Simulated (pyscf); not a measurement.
HF (SMILES F) + HO–MoH(F)(F)(F)–F (SMILES [OH][MoH]([F])([F])([F])[F]) → F–MoH(F)(F)(F)–F (SMILES [F][MoH]([F])([F])([F])[F]) + H₂O (SMILES O) (four-centre exchange; singlet surface; F–H, Mo–O broken, F–Mo, H–O formed). Single points on ωB97X-D3(BJ)/def2-SVP structures (PySCF, gas phase). Energies in kcal/mol from the separated reactants.

```csv
level,barrier,reaction energy
ωB97X-D3(BJ)/def2-TZVP,9.7,-0.1
r²SCAN/def2-TZVP,3.9,-1.9
B3LYP-D3(BJ)/def2-TZVP,9.1,-0.5
PBE0-D3(BJ)/def2-TZVP,[?],[?]
M06-2X/def2-TZVP,7.5,+2.1
HF/def2-TZVP,[?],0.0
```

Task: What belongs in the gaps?

Result: 
- PBE0-D3(BJ)/def2-TZVP, barrier: 7.8
- PBE0-D3(BJ)/def2-TZVP, reaction energy: +0.1
- HF/def2-TZVP, barrier: 22.9

The functionals in the table span 5.8 kcal/mol in this barrier, from r²SCAN to ωB97X-D3(BJ)/def2-TZVP. On the reactant side the descent ends in a complex (not fully relaxed), 4.8 kcal/mol under the separated species and 14.5 kcal/mol under the saddle at ωB97X-D3(BJ)/def2-TZVP. On the product side the descent ends in an adduct with a Mo–O contact, 11.9 kcal/mol under the separated species and 21.7 kcal/mol under the saddle at ωB97X-D3(BJ)/def2-TZVP. What is counted as broken (Mo–O) persists as a longer contact in the product adduct; parting that adduct is a step of its own. One saddle was located; it need not be the lowest between these sides. Elements past Kr carry the def2 core potentials, without spin-orbit coupling.
